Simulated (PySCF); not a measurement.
Isomers of [C4H10N]+ (charge +1), one GFN2-xTB conformer each. Single-point energies are computed at PBE0/pcSseg-1 (PySCF, gas phase, no added dispersion term), electronic only.

Question: Rank them by PBE0/pcSseg-1 energy, lowest first (kJ/mol).
A. `[CH2:1]=[CH:2][CH2:3][CH2:4][NH3+:5]` (charge +1) with C1–C2–C3–C4 -92°, C2–C3–C4–N5 57°
B. `[CH2:1]=[CH:2][CH2:3][NH2+:4][CH3:5]` (charge +1) with C1–C2–C3–N4 0°, C2–C3–N4–C5 180°

Answer: A (0.0), B (14.3).

Neighbours under 21 kJ/mol apart (C=CCC[NH3+] and C=CC[NH2+]C) can change places with a better method, another conformer or zero-point energy. GFN2-xTB itself gives, in the same order: 9.2, 0.0. GFN2-xTB puts C=CC[NH2+]C lowest instead.

Question: Which frontier levels and rotational constants go with these structures?

Answer: 
| SMILES | HOMO (eV, PBE0/pcSseg-1) | LUMO (eV) | A, B, C (MHz) |
| --- | --- | --- | --- |
| C=CCC[NH3+] | -12.54 | -4.65 | 7788, 3845, 2929 |
| C=CC[NH2+]C | -12.32 | -4.47 | 13933, 2631, 2305 |

Question: As an exercise, what shares would exp(−E/RT) give at 500 K from these electronic energies alone (no entropy, no degeneracies)?

Answer: RT = 4.157 kJ/mol: C=CCC[NH3+] 96.9 %, C=CC[NH2+]C 3.1 %.
